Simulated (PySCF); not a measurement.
**How exact exchange moves a shielding**

Molecule: Butanal (SMILES CCCC=O).

Bonds (- single, = double, # triple, : aromatic): C1-C2 1.519 Å, C2-C3 1.517 Å, C3-C4 1.501 Å, C4=O5 1.202 Å. C1 carries H6, H7, H8; C2 carries H9, H10; C3 carries H11, H12; C4 carries H13.

GIAO shieldings (ppm, equivalent atoms averaged) in PySCF 2.14 on the PBE0-D3(BJ)/def2-SVP geometry, basis pcSseg-2, gas phase, non-relativistic:

```tsv
functional	exact exchange (%)	σ(C4)	σ(C3)
BLYP	0	-33.8	117.6
BP86	0	-29.2	123.2
PBE	0	-29.8	122.7
B3LYP	20	-30.9	124.4
PBE0	25	-26.1	130.7
BHandHLYP	50	-25.6	132.9
HF	100	-13.8	145.5
```

(1) Fit each shielding as a line in the percentage of exact exchange.

(2) What does the line predict for mPW1PW91 (25 %), and what does the run give?

Results:

(1) σ(C4) = -31.6 + 0.17 x (rms 2.0 ppm); σ(C3) = 121.4 + 0.24 x (rms 2.2 ppm). The functionals also differ in their semilocal parts, which the line can't hold; Hartree–Fock has no correlation at all.

(2) σ(C4): -27.4 predicted, -26.6 computed; σ(C3): 127.4 predicted, 130.4 computed ppm.
